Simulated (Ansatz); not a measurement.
Compare A (`C[C@H]1O[C@@H]1Cl`) with its isomer B (`CC1(Cl)CO1`).

Computed with Ansatz on PBE0-D4/def2-TZVP structures; ΔE is electronic, products minus reactants. CCSD(T)/CBS adds triple-zeta CCSD(T) − MP2 to the extrapolated MP2 energy (def2 sets, frozen cores). Functionals use def2-TZVPP. B3LYP here is the variant with VWN-RPA as its local correlation; programs differ in this.

Q: Which isomer does CCSD(T)/CBS put lower? Give the gap. (Best estimate.)

A: Computed: B, by 0.8 kcal/mol.

Q: Give E(B) − E(A) in kcal/mol with BLYP-D4, CCSD(T)/def2-TZVPP, B3LYP, r2SCAN-D4, LDA (SPW92), PBE-D4, CCSD(T)/def2-SVP. (Best estimate.)

A: The calculation gave: BLYP-D4 -0.3, CCSD(T)/def2-TZVPP -0.6, B3LYP 0.2, r2SCAN-D4 -0.5, LDA (SPW92) -0.4, PBE-D4 -0.1, CCSD(T)/def2-SVP -1.2. The order is the other way round with B3LYP.

Q: Does the order hold for the free energy at 298.15 K (harmonic terms from PBE0-D4)? (Estimate.)

A: Computed: Yes: G(B) − G(A) = -0.7 kcal/mol.

Largest T1 diagnostic: 0.011.

Leaving LDA and LC-ωPBE aside and taking each functional with its dispersion term where it has one, the values, not all of them listed here, spread over 0.5 kcal/mol, from ωB97M-V to PBE-D4.
